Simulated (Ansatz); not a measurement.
NH$_{4}$⁺, singlet: reading a ladder of total energies

Geometry: a PBE0/def2-TZVP stationary point for this spin, not checked as a minimum.

| atom | x (Å) | y (Å) | z (Å) |
| --- | --- | --- | --- |
| N | 0.0000 | 0.0000 | 0.0000 |
| H | 0.5903 | 0.5923 | 0.5902 |
| H | -0.5929 | -0.5882 | 0.5917 |
| H | -0.5890 | 0.5896 | -0.5943 |
| H | 0.5916 | -0.5937 | -0.5876 |

Basis cc-pVDZ; Ansatz 0.2.0. Correlated methods freeze the noble-gas cores, which leaves 8 electrons in 33 orbitals. Prefix R: restricted or restricted open-shell reference.

Full CI isn't at hand for all of this; RCCSDT(Q) serves as the reference, and is uncertain by about the last step of the cluster series.

Runs differ by some tens of microhartree through their thresholds, so steps under 0.03 kcal/mol mean nothing.

| level | total energy (hartree) |
| --- | --- |
| RHF | -56.545016 |
| RMP2 | -56.730564 |
| RCCSD | -56.748795 |
| RCCSD(T) | -56.752463 |
| RCCSDT | -56.752725 |
| RCCSDT(Q) | -56.752994 |

What is the correlation energy at RCCSDT(Q), and what share of it do RMP2 and RCCSD recover?

E(corr) = -56.752994 − (-56.545016) = -0.207978 hartree = -5.659 eV. RMP2: -0.185548 / -0.207978 = 89.22 %. RCCSD: -0.203779 / -0.207978 = 97.98 %.

By how many kcal/mol does RCCSD(T) miss RCCSDT(Q) (1 hartree = 627.509 kcal/mol), and which steps make up the rest?

-56.752463 − (-56.752994) = 0.000531 hartree = 0.33 kcal/mol. Steps: RCCSDT − RCCSD(T) = -0.16, RCCSDT(Q) − RCCSDT = -0.17 kcal/mol. That is within 1 kcal/mol of the reference in this basis, which itself misses far more of the correlation at the basis-set limit.
